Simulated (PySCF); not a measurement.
propene (C3H6), SMILES C=CC. Atoms are numbered in the order given.

```xyz
9

C     -0.1625     1.2306     0.0000
C      0.4564    -0.1356     0.0000
C     -0.2221    -1.2749     0.0000
H      0.1523     1.8006     0.8796
H      0.1523     1.8006    -0.8796
H     -1.2529     1.1705     0.0000
H      1.5446    -0.1709     0.0000
H     -1.3086    -1.2858     0.0000
H      0.2812    -2.2356     0.0000
```
Charge 0, spin multiplicity 1.

The structure is a stationary point at ωB97X-D3(BJ)/def2-TZVP.

These are B3LYP/pcJ-1 (PySCF) values and carry that method's errors.

Isotropic couplings with Fermi-contact, spin-dipole and both spin-orbit terms, one fixed conformer, no vibrational averaging. Isotopes: 13C, 1H.

Task: Estimate the spin–spin coupling constants. (An estimate is asked for; the answer gives what the named calculation found.)

Result: 
```json
[
 {"pair": "C1–C2", "bonds apart": "1", "J (Hz)": "44.8"},
 {"pair": "C1–H4", "bonds apart": "1", "J (Hz)": "132.1"},
 {"pair": "C1–H5", "bonds apart": "1", "J (Hz)": "132.1"},
 {"pair": "C1–H6", "bonds apart": "1", "J (Hz)": "133.6"},
 {"pair": "C2–C3", "bonds apart": "1", "J (Hz)": "81.3"},
 {"pair": "C2–H7", "bonds apart": "1", "J (Hz)": "158.7"},
 {"pair": "C3–H8", "bonds apart": "1", "J (Hz)": "162.5"},
 {"pair": "C3–H9", "bonds apart": "1", "J (Hz)": "166.3"},
 {"pair": "C1–C3", "bonds apart": "2", "J (Hz)": "0.9"},
 {"pair": "C1–H7", "bonds apart": "2", "J (Hz)": "6.5"},
 {"pair": "C2–H4", "bonds apart": "2", "J (Hz)": "-7.4"},
 {"pair": "C2–H5", "bonds apart": "2", "J (Hz)": "-7.4"},
 {"pair": "C2–H6", "bonds apart": "2", "J (Hz)": "-4.4"},
 {"pair": "C2–H8", "bonds apart": "2", "J (Hz)": "-1.8"},
 {"pair": "C2–H9", "bonds apart": "2", "J (Hz)": "-0.6"},
 {"pair": "C3–H7", "bonds apart": "2", "J (Hz)": "1.1"},
 {"pair": "H4–H5", "bonds apart": "2", "J (Hz)": "-19.5"},
 {"pair": "H4–H6", "bonds apart": "2", "J (Hz)": "-13.4"},
 {"pair": "H5–H6", "bonds apart": "2", "J (Hz)": "-13.4"},
 {"pair": "H8–H9", "bonds apart": "2", "J (Hz)": "2.1"},
 {"pair": "C1–H8", "bonds apart": "3", "J (Hz)": "8.5"},
 {"pair": "C1–H9", "bonds apart": "3", "J (Hz)": "13.1"},
 {"pair": "C3–H4", "bonds apart": "3", "J (Hz)": "7.2"},
 {"pair": "C3–H5", "bonds apart": "3", "J (Hz)": "7.2"},
 {"pair": "C3–H6", "bonds apart": "3", "J (Hz)": "7.5"},
 {"pair": "H4–H7", "bonds apart": "3", "J (Hz)": "4.2"},
 {"pair": "H5–H7", "bonds apart": "3", "J (Hz)": "4.2"},
 {"pair": "H6–H7", "bonds apart": "3", "J (Hz)": "13.3"},
 {"pair": "H7–H8", "bonds apart": "3", "J (Hz)": "17.7"},
 {"pair": "H7–H9", "bonds apart": "3", "J (Hz)": "11.2"},
 {"pair": "H4–H8", "bonds apart": "4", "J (Hz)": "-3.2"},
 {"pair": "H4–H9", "bonds apart": "4", "J (Hz)": "-2.8"},
 {"pair": "H5–H8", "bonds apart": "4", "J (Hz)": "-3.2"},
 {"pair": "H5–H9", "bonds apart": "4", "J (Hz)": "-2.8"},
 {"pair": "H6–H8", "bonds apart": "4", "J (Hz)": "-0.5"},
 {"pair": "H6–H9", "bonds apart": "4", "J (Hz)": "-0.4"}
]
```
